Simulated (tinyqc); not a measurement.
Orbital energy against energy difference: ionisation energy by orbital energies and by energy differences in the 6-31g* basis, for CH4, spin multiplicity 1. Computed by the program tinyqc with PySCF. The cation is unrestricted; errors are against CCSD(T) in this basis, not against experiment.

Geometry (angstrom):
```
atom        x        y        z
C      0.0000   0.0000   0.0000
H      0.6150   0.6150   0.6150
H      0.6150  -0.6150  -0.6150
H     -0.6150   0.6150  -0.6150
H     -0.6150  -0.6150   0.6150
```

CCSD(T) difference in the same basis = 14.1869 eV

IP-EOM-CCSD = 14.2072 eV

First vertical ionisation energy (eV):
```
method     -e(HOMO)  E(cation) - E  error of -e(HOMO)  error of the difference
HF           14.994       13.53556              0.807                   -0.651
LDA           9.357       14.34519             -4.829                    0.158
PBE           9.358       14.24780             -4.829                    0.061
B3LYP        10.718       14.41590             -3.469                    0.229
PBE0         10.999       14.36164             -3.188                    0.175
CAM-B3LYP    12.488       14.42758             -1.699                    0.241
LC-wPBE      14.019       14.48716             -0.168                    0.300
```

What does the comparison show, and why?

Koopmans errs by +0.81 eV and Delta-HF by -0.65 eV: relaxation, 1.46 eV, lowers the value and the missing correlation difference works against it. The PBE level is off by -4.8 eV through the wrong tail of its potential, though its energy difference is off by +0.06 eV; exact exchange deepens the level, and among the orbital energies LC-wPBE comes closest; among the differences PBE does.
